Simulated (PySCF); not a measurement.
**Chlorine: a sound run and one with changed settings**

Sound run: Cl [Ne] 3s2 3p5, Cl⁺ [Ne] 3s2 3p4. Computed with PySCF 2.14 in x2c-SVPall (4s3p1d, 18 functions), with the spin-free X2C one-electron Hamiltonian (Gaussian nucleus). In the sound run the correlated levels freeze [Ne]. The sound run starts from symmetry-adapted Hartree-Fock orbitals and uses a fine grid where one is needed.

Changed run: no relativity, point nucleus. This setting is unsound on purpose.

```csv
species,method,sound run (hartree),changed run (hartree),converged
Cl,UHF,-460.71238,-459.12841,yes
Cl,MN15,-461.41913,-459.83722,yes
Cl,B3LYP,-461.40895,-459.82589,yes
Cl,MP2,-460.82149,-459.23748,yes
Cl,CCSD(T),-460.83918,-459.25521,yes
Cl⁺,UHF,-460.28006,-458.69538,yes
Cl⁺,MN15,-460.94350,-459.36071,yes
Cl⁺,B3LYP,-460.93419,-459.35040,yes
Cl⁺,MP2,-460.36910,-458.78445,yes
Cl⁺,CCSD(T),-460.38921,-458.80462,yes
```

Ionisation energy of Cl:

```
 method  sound run (eV)  changed run (eV)
    UHF          11.764            11.783
   MN15          12.943            12.966
  B3LYP          12.919            12.939
    MP2          12.310            12.328
SCS-MP2          12.295            12.312
   CCSD          12.245            12.262
CCSD(T)          12.244            12.261
```

Most of the change in total energy is the relativistic energy itself. On top of that the contraction fixes the core shape for the Hamiltonian it was made with, so the changed run is not a good calculation with the other Hamiltonian either.

For comparison, NIST gives 12.968 eV between the lowest levels.
